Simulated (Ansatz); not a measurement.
# H₂Ge–GeH₂, triplet: the ladder up to UCCSDT(Q)

Geometry: a PBE0/def2-TZVP stationary point for this spin, not checked as a minimum.

```xyz
6

Ge    0.0192    0.0000    1.2276
Ge    0.0192    0.0000   -1.2276
H    -0.6906    1.2523    1.8004
H    -0.6906   -1.2523    1.8004
H    -0.6906    1.2523   -1.8004
H    -0.6906   -1.2523   -1.8004
```

Basis cc-pVDZ; Ansatz 0.2.0. Correlated methods freeze the noble-gas cores and the filled d shells of p-block atoms, which leaves 12 electrons in 46 orbitals. R marks a restricted (for open shells ROHF) determinant, U an unrestricted one. No spin–orbit coupling is included, and no scalar relativity.

Full CI isn't at hand for all of this; UCCSDT(Q) serves as the reference, and is uncertain by about the last step of the cluster series.

```
UHF ⟨S²⟩                          : 2.010
T1 diagnostic (RCCSD)             : 0.0173
largest doubles amplitude (RCCSD) : 0.036
T1 diagnostic (UCCSD)             : 0.0125
```

**Question.** From what is known of these methods and the diagnostics, rank them by the size of their error in total energy against UCCSDT(Q) in cc-pVDZ, smallest first (an estimate: the text doesn't fix the numbers).
A. UCCSD
B. UCCSDT
C. UHF
D. UMP2
E. UCCSD(T)

**Answer.** B (0.12 kcal/mol), E (0.85 kcal/mol), A (3.95 kcal/mol), D (29.82 kcal/mol), C (131.15 kcal/mol).

All errors are against UCCSDT(Q) in cc-pVDZ. Within each family the higher level lies nearer, as is usual though not guaranteed.
